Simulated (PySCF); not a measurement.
**H3NO (hydroxylamine): levels of theory compared**

Aim: a comparison of 6 runs (B3LYP/6-31G*, B3LYP/def2-TZVPP, PBE/def2-TZVPP, SVWN5/def2-TZVPP, r2SCAN/def2-TZVPP, wB97X/def2-TZVPP) of H3NO (hydroxylamine). Input form: a Python script.

The results are computed with PySCF 2.14.0.

3 further runs of the same task are left out: 3 set aside as unsound or not needed.

## Step 1: The structure to begin with

H3NO has 5 atoms, charge 0, and is taken as a singlet. SMILES: `NO`. The coordinates come from a PBE0-D4/def2-TZVP relaxation. This is one conformer, not always the lowest.

Bond lengths: N1–O2 1.422 Å, N1–H3 1.016 Å, N1–H4 1.016 Å, O2–H5 0.960 Å. Angles: N1–O2–H5 102.8°, O2–N1–H3 104.5°, O2–N1–H4 104.5°, H3–N1–H4 106.0°.

## Step 2: A single-point energy at B3LYP/6-31G(d) (spherical functions) (run 1)

Contents of job.py:

```python
from pyscf import gto, dft

mol = gto.Mole()
mol.atom = [
    ('N', (-0.165120, -0.361290, -0.321170)),
    ('O', (0.364460, 0.666040, 0.508060)),
    ('H', (-0.162690, -1.190020, 0.266770)),
    ('H', (-1.141650, -0.109840, -0.446210)),
    ('H', (1.105010, 0.995100, -0.007440)),
]
mol.max_memory = 1860
mol.verbose = 3
mol.basis = '6-31g*'
mol.build()

mf = dft.RKS(mol)
mf.xc = 'b3lyp'
mf.conv_tol = 1e-10
mf.grids.level = 5
mf.kernel()
if not mf.converged:
    mf = mf.newton().run(mf.mo_coeff, mf.mo_occ)

energy = mf.e_tot
print('E = %.10f Eh' % energy)
```

Started as:

```sh
OMP_NUM_THREADS=1 python job.py
```

Log:

```text
converged SCF energy = -131.701405388503
E = -131.7014053885 Eh
```

Wall time 3.6 s (1 thread of Arm Neoverse V1, shared host); peak memory 0.23 GiB.

## Step 3: A single-point energy at B3LYP/def2-TZVPP (run 2)

Contents of input.py:

```python
# hydroxylamine
from pyscf import gto, dft

system = gto.M(
    atom='''
N       -0.165120      -0.361290      -0.321170
O        0.364460       0.666040       0.508060
H       -0.162690      -1.190020       0.266770
H       -1.141650      -0.109840      -0.446210
H        1.105010       0.995100      -0.007440
''',
    verbose=4,
    max_memory=1860,
    basis='def2-tzvpp',
)

mf = dft.RKS(system)
mf.xc = 'b3lyp'
mf.conv_tol = 1e-10
mf.grids.level = 5
mf.kernel()
if not mf.converged:
    mf = mf.newton().run(mf.mo_coeff, mf.mo_occ)

etot = mf.e_tot
print('Final energy', etot)
```

Started as:

```sh
OMP_NUM_THREADS=1 python input.py
```

Log:

```text
PySCF version 2.14.0

[INPUT] num. atoms = 5
[INPUT] num. electrons = 18
[INPUT] charge = 0
[INPUT] spin (= nelec alpha-beta = 2S) = 0
[INPUT] symmetry False subgroup None
[INPUT] Mole.unit = angstrom
[INPUT] Symbol           X                Y                Z      unit          X                Y                Z       unit  Magmom
[INPUT]  1 N     -0.165120000000  -0.361290000000  -0.321170000000 AA   -0.312031577688  -0.682739151544  -0.606923339427 Bohr   0.0
[INPUT]  2 O      0.364460000000   0.666040000000   0.508060000000 AA    0.688729583359   1.258633188005   0.960094254847 Bohr   0.0
[INPUT]  3 H     -0.162690000000  -1.190020000000   0.266770000000 AA   -0.307439543205  -2.248811882755   0.504122238250 Bohr   0.0
[INPUT]  4 H     -1.141650000000  -0.109840000000  -0.446210000000 AA   -2.157405830110  -0.207567517522  -0.843214694042 Bohr   0.0
[INPUT]  5 H      1.105010000000   0.995100000000  -0.007440000000 AA    2.088166264906   1.880466466555  -0.014059562367 Bohr   0.0

nuclear repulsion = 39.5936664123675
number of shells = 40
number of NR pGTOs = 140
number of NR cGTOs = 104
basis = def2-tzvpp
ecp = {}

******** <class 'pyscf.dft.rks.RKS'> ********
method = RKS
initial guess = minao
damping factor = 0
level_shift factor = 0
DIIS = <class 'pyscf.scf.diis.CDIIS'>
diis_start_cycle = 1
diis_space = 8
diis_damp = 0
SCF conv_tol = 1e-10
SCF conv_tol_grad = None
SCF max_cycles = 50
direct_scf = True
direct_scf_tol = 1e-13
XC library pyscf.dft.libxc version 7.0.0
    S. Lehtola, C. Steigemann, M. J.T. Oliveira, and M. A.L. Marques.,  SoftwareX 7, 1–5 (2018)
XC functionals = b3lyp
    P. J. Stephens, F. J. Devlin, C. F. Chabalowski, and M. J. Frisch.,  J. Phys. Chem. 98, 11623 (1994)
radial grids:
    Treutler-Ahlrichs [JCP 102, 346 (1995); DOI:10.1063/1.469408] (M4) radial grids

becke partition: Becke, JCP 88, 2547 (1988); DOI:10.1063/1.454033
pruning grids: <function nwchem_prune>
grids dens level: 5
symmetrized grids: False
atomic radii adjust function: <function treutler_atomic_radii_adjust>
small_rho_cutoff = 0
Set gradient conv threshold to 1e-05
Initial guess from minao.
tot grids = 155712
init E= -131.836276244603
  HOMO = -0.303565019535498  LUMO = -0.00960131120856812  gap/eV = 7.99916
cycle= 1 E= -131.721728243407  delta_E= 0.115  |g|= 0.574  |ddm|= 1.51
  HOMO = -0.166716984685273  LUMO = 0.032551126889633  gap/eV = 5.42236
cycle= 2 E= -131.641466142086  delta_E= 0.0803  |g|= 0.891  |ddm|= 0.804
  HOMO = -0.255523872311798  LUMO = 0.0281297029723212  gap/eV = 7.71861
cycle= 3 E= -131.779673724433  delta_E= -0.138  |g|= 0.0906  |ddm|= 0.486
  HOMO = -0.270802424528022  LUMO = 0.0266854474529042  gap/eV = 8.09506
cycle= 4 E= -131.780851805056  delta_E= -0.00118  |g|= 0.0414  |ddm|= 0.0606
  HOMO = -0.264393231362491  LUMO = 0.0282713701410471  gap/eV = 7.96381
cycle= 5 E= -131.78117485321  delta_E= -0.000323  |g|= 0.00685  |ddm|= 0.0246
  HOMO = -0.265228742689251  LUMO = 0.0280731487120914  gap/eV = 7.98115
cycle= 6 E= -131.781183790677  delta_E= -8.94e-06  |g|= 0.000518  |ddm|= 0.00382
  HOMO = -0.265229821763913  LUMO = 0.0280544266843076  gap/eV = 7.98067
cycle= 7 E= -131.781183840202  delta_E= -4.95e-08  |g|= 8.65e-05  |ddm|= 0.000348
  HOMO = -0.265228564254289  LUMO = 0.0280570641824141  gap/eV = 7.98071
cycle= 8 E= -131.78118384169  delta_E= -1.49e-09  |g|= 4.9e-06  |ddm|= 7.22e-05
  HOMO = -0.265228359361256  LUMO = 0.0280573569342216  gap/eV = 7.98071
cycle= 9 E= -131.781183841701  delta_E= -1.05e-11  |g|= 1.32e-06  |ddm|= 8.37e-06
  HOMO = -0.265228091799322  LUMO = 0.0280573718098051  gap/eV = 7.98070
Extra cycle  E= -131.7811838417  delta_E= 5.12e-13  |g|= 1.37e-06  |ddm|= 2.44e-06
converged SCF energy = -131.7811838417
Final energy -131.7811838417
```

Run time: 11 s. Hardware: 1 thread of Arm Neoverse V1, shared host; peak memory 0.51 GiB.

Run 3 isn't shown in full; the table further down has it.

## Step 4: A single-point energy at SVWN5/def2-TZVPP (run 4)

Contents of mol.xyz:

```xyz
5

N     -0.165120    -0.361290    -0.321170
O      0.364460     0.666040     0.508060
H     -0.162690    -1.190020     0.266770
H     -1.141650    -0.109840    -0.446210
H      1.105010     0.995100    -0.007440
```

Contents of job.py:

```python
# hydroxylamine
from pyscf import gto, dft

mol = gto.M(
    atom='mol.xyz',
    spin=0,
    charge=0,
    basis='def2-tzvpp',
    max_memory=1860,
    verbose=4,
)

ks = dft.RKS(mol, xc='svwn')
ks.grids.level = 5
ks.conv_tol = 1e-10
ks.kernel()
if not ks.converged:
    ks = ks.newton().run(ks.mo_coeff, ks.mo_occ)

energy = ks.e_tot
print('E = %.10f Eh' % energy)
```

Started as:

```sh
OMP_NUM_THREADS=1 python job.py
```

Log:

```text
PySCF version 2.14.0

[INPUT] num. atoms = 5
[INPUT] num. electrons = 18
[INPUT] charge = 0
[INPUT] spin (= nelec alpha-beta = 2S) = 0
[INPUT] symmetry False subgroup None
[INPUT] Mole.unit = angstrom
[INPUT] Symbol           X                Y                Z      unit          X                Y                Z       unit  Magmom
[INPUT]  1 N     -0.165120000000  -0.361290000000  -0.321170000000 AA   -0.312031577688  -0.682739151544  -0.606923339427 Bohr   0.0
[INPUT]  2 O      0.364460000000   0.666040000000   0.508060000000 AA    0.688729583359   1.258633188005   0.960094254847 Bohr   0.0
[INPUT]  3 H     -0.162690000000  -1.190020000000   0.266770000000 AA   -0.307439543205  -2.248811882755   0.504122238250 Bohr   0.0
[INPUT]  4 H     -1.141650000000  -0.109840000000  -0.446210000000 AA   -2.157405830110  -0.207567517522  -0.843214694042 Bohr   0.0
[INPUT]  5 H      1.105010000000   0.995100000000  -0.007440000000 AA    2.088166264906   1.880466466555  -0.014059562367 Bohr   0.0

nuclear repulsion = 39.5936664123675
number of shells = 40
number of NR pGTOs = 140
number of NR cGTOs = 104
basis = def2-tzvpp
ecp = {}

******** <class 'pyscf.dft.rks.RKS'> ********
method = RKS
initial guess = minao
damping factor = 0
level_shift factor = 0
DIIS = <class 'pyscf.scf.diis.CDIIS'>
diis_start_cycle = 1
diis_space = 8
diis_damp = 0
SCF conv_tol = 1e-10
SCF conv_tol_grad = None
SCF max_cycles = 50
direct_scf = True
direct_scf_tol = 1e-13
XC library pyscf.dft.libxc version 7.0.0
    S. Lehtola, C. Steigemann, M. J.T. Oliveira, and M. A.L. Marques.,  SoftwareX 7, 1–5 (2018)
XC functionals = svwn
    P. A. M. Dirac.,  Math. Proc. Cambridge Philos. Soc. 26, 376 (1930)
    F. Bloch.,  Z. Phys. 57, 545 (1929)
    S. H. Vosko, L. Wilk, and M. Nusair.,  Can. J. Phys. 58, 1200 (1980)
radial grids:
    Treutler-Ahlrichs [JCP 102, 346 (1995); DOI:10.1063/1.469408] (M4) radial grids

becke partition: Becke, JCP 88, 2547 (1988); DOI:10.1063/1.454033
pruning grids: <function nwchem_prune>
grids dens level: 5
symmetrized grids: False
atomic radii adjust function: <function treutler_atomic_radii_adjust>
small_rho_cutoff = 0
Set gradient conv threshold to 1e-05
[... 1 set-up line as earlier in the session ...]
tot grids = 155712
init E= -130.84921822529
  HOMO = -0.296701346266396  LUMO = -0.0234766396453522  gap/eV = 7.43482
cycle= 1 E= -130.706100878968  delta_E= 0.143  |g|= 0.627  |ddm|= 1.53
  HOMO = -0.0978764511057974  LUMO = 0.0252255273282797  gap/eV = 3.34978
cycle= 2 E= -130.504069340808  delta_E= 0.202  |g|= 1.22  |ddm|= 1.13
  HOMO = -0.205168262389819  LUMO = 0.010818743507347  gap/eV = 5.87731
cycle= 3 E= -130.775132814345  delta_E= -0.271  |g|= 0.139  |ddm|= 0.779
  HOMO = -0.225414457733475  LUMO = 0.0081386632780988  gap/eV = 6.35530
cycle= 4 E= -130.777587967145  delta_E= -0.00246  |g|= 0.0808  |ddm|= 0.106
  HOMO = -0.216364999533657  LUMO = 0.0103091473222967  gap/eV = 6.16812
cycle= 5 E= -130.77879919661  delta_E= -0.00121  |g|= 0.0135  |ddm|= 0.0464
  HOMO = -0.21738345808409  LUMO = 0.00984172370346122  gap/eV = 6.18311
cycle= 6 E= -130.778833966099  delta_E= -3.48e-05  |g|= 0.000918  |ddm|= 0.00796
  HOMO = -0.217392201416987  LUMO = 0.0097778823123162  gap/eV = 6.18161
cycle= 7 E= -130.778834116359  delta_E= -1.5e-07  |g|= 0.000203  |ddm|= 0.000835
  HOMO = -0.217402847554769  LUMO = 0.00977488506412708  gap/eV = 6.18182
cycle= 8 E= -130.778834124704  delta_E= -8.35e-09  |g|= 3.14e-05  |ddm|= 0.0002
  HOMO = -0.217404506197814  LUMO = 0.0097745183551314  gap/eV = 6.18186
cycle= 9 E= -130.778834124914  delta_E= -2.1e-10  |g|= 7.64e-06  |ddm|= 3.98e-05
  HOMO = -0.21740520186668  LUMO = 0.0097740740979975  gap/eV = 6.18186
cycle= 10 E= -130.778834124928  delta_E= -1.36e-11  |g|= 6.23e-07  |ddm|= 8.48e-06
  HOMO = -0.217405017375191  LUMO = 0.00977415222007578  gap/eV = 6.18186
Extra cycle  E= -130.778834124928  delta_E= -3.98e-13  |g|= 9.57e-07  |ddm|= 1.15e-06
converged SCF energy = -130.778834124928
E = -130.7788341249 Eh
```

Wall time 7.8 s (1 thread of Arm Neoverse V1, shared host); peak memory 0.35 GiB.

Run 5 isn't shown in full; the table further down has it.

## Step 5: The energy at wB97X/def2-TZVPP (run 6)

Contents of input.py:

```python
# hydroxylamine
from pyscf import gto, dft

mol = gto.Mole()
mol.atom = '''
N     -0.312032    -0.682739    -0.606923
O      0.688730     1.258633     0.960094
H     -0.307440    -2.248812     0.504122
H     -2.157406    -0.207568    -0.843215
H      2.088166     1.880466    -0.014060
'''
mol.unit = 'bohr'
mol.max_memory = 1860
mol.basis = 'def2-tzvpp'
mol.verbose = 3
mol.build()

mf = dft.RKS(mol, xc='wb97x')
mf.grids.level = 5
mf.conv_tol = 1e-10
mf.kernel()
if not mf.converged:
    mf = mf.newton().run(mf.mo_coeff, mf.mo_occ)

e_tot = mf.e_tot
print('E = %.10f Eh' % e_tot)
```

Started as:

```sh
OMP_NUM_THREADS=1 python input.py
```

Log:

```text
converged SCF energy = -131.742909401209
E = -131.7429094012 Eh
```

It took 17 s on 1 thread of Arm Neoverse V1, shared host; peak memory 0.51 GiB.

## Step 6: The series

| run | level | energy (Eh) | dipole moment (D) | HOMO energy (eV) | LUMO energy (eV) | wall time |
| --- | --- | --- | --- | --- | --- | --- |
| 1 | B3LYP/6-31G* (spherical functions) | -131.701405 | 0.56 | -6.73 | 2.38 | 3.6 s |
| 2 | B3LYP/def2-TZVPP | -131.781184 | 0.57 | -7.22 | 0.76 | 11 s |
| 3 | PBE/def2-TZVPP | -131.633561 | 0.51 | -5.80 | 0.34 | 11 s |
| 4 | SVWN5/def2-TZVPP | -130.778834 | 0.54 | -5.92 | 0.27 | 7.8 s |
| 5 | r2SCAN/def2-TZVPP | -131.706260 | 0.54 | -6.15 | 1.22 | 23 s |
| 6 | wB97X/def2-TZVPP | -131.742909 | 0.59 | -10.04 | 3.33 | 17 s |

## Step 7: Outcome

```
            quantity          value
 run 6: total energy  -131.74291 Eh
run 6: dipole moment         0.59 D
  run 6: HOMO energy      -10.04 eV
  run 6: LUMO energy        3.33 eV
run 6: HOMO–LUMO gap       13.37 eV
```

The dipole moment (its size) runs from 0.51 D (PBE/def2-TZVPP) to 0.59 D (wB97X/def2-TZVPP). The HOMO–LUMO gap runs from 6.15 eV (PBE/def2-TZVPP) to 13.37 eV (wB97X/def2-TZVPP). Totals of different functionals can't be ranked against each other. All runs together took 74 s, the longest 23 s.
